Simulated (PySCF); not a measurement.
One molecule, one basis, several functionals.

Species: CF₄.
SMILES with atom numbers: `[F:1][C:2]([F:3])([F:4])[F:5]`

PySCF, pcSseg-2 basis, density fitting, gas phase, PBE0-D3(BJ)/def2-SVP geometry. One functional is left out:

| functional | exact exchange (%) | HOMO energy (eV) | LUMO energy (eV) |
| --- | --- | --- | --- |
| B97-D | 0 | -10.51 | 1.80 |
| BLYP | 0 | -10.38 | 1.40 |
| BP86 | 0 | -10.52 | 1.68 |
| LDA | 0 | -10.67 | 1.33 |
| OPBE | 0 | -10.35 | 1.86 |
| PBE | 0 | -10.41 | 1.51 |
| B3LYP | 20 | -12.37 | 2.00 |
| B97-2 | 21 | -12.33 | 2.58 |
| mPW1PW91 | 25 | -12.73 | 2.57 |
| BHandHLYP | 50 | -14.97 | 3.04 |

Problem. Predict the row of PBE0 (25 % exact exchange) by straight lines through the other rows, and check it.

Solution. 
```csv
property,line,computed,computed − line,"mPW1PW91 (25 %), for comparison"
HOMO energy (eV),-12.73,-12.68,+0.05,-12.73
LUMO energy (eV),2.39,2.48,+0.09,2.57
```

Problem. Which of these properties follows the share of exact exchange most closely, and which least?

Solution. Most closely the HOMO energy, least the LUMO energy; the correlations over the tabulated rows are HOMO energy -0.998, LUMO energy 0.923. The HOMO energy moves by -0.902 eV for every 10 %. Functionals with the same share still differ in their other parts: at 0 % LDA and OPBE differ by 0.32 eV in it.
